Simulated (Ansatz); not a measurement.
1T (CdI2-type) ZrSe₂ was calculated with PBEsol (Ansatz, an electronic-structure program, plane waves, PAW).

Numerical settings: plane-wave cutoff 520 eV, 24×24×12 k mesh (along the axes of the cell as run), scalar-relativistic PAW data made under PBE.

Cell (relaxed at this level):

```
CELL_PARAMETERS angstrom
      3.72922     0.00000     0.00000
     -1.86461     3.22960     0.00000
      0.00000     0.00000     6.13811
ATOMIC_POSITIONS crystal
  Zr 0.00000 0.00000 0.00000
  Se 0.33333 0.66667 0.25862
  Se 0.66667 0.33333 0.74138
```

Q: Estimate the elastic constant C44, elastic constant C66, elastic constant C13, elastic constant C33, Voigt–Reuss–Hill bulk modulus, elastic constant C11 and elastic constant C12 that the calculation returns.

A: 
elastic constant C44: 10.0 GPa
elastic constant C66: 43.5 GPa
elastic constant C13: 4.28 GPa
elastic constant C33: 29.9 GPa
Voigt–Reuss–Hill bulk modulus: 28.5 GPa
elastic constant C11: 109 GPa
elastic constant C12: 22.5 GPa

Note: the cell comes from a level without a dispersion term, which matters for the spacing of layers, chains or molecules; the cell has widely spaced layers and the level no dispersion term, so their spacing and the moduli can rest on weak binding.

Elastic constants are with the ions relaxed.

The computed numbers hold no vibrational or temperature effects.

The result took roughly 100 core-minutes.
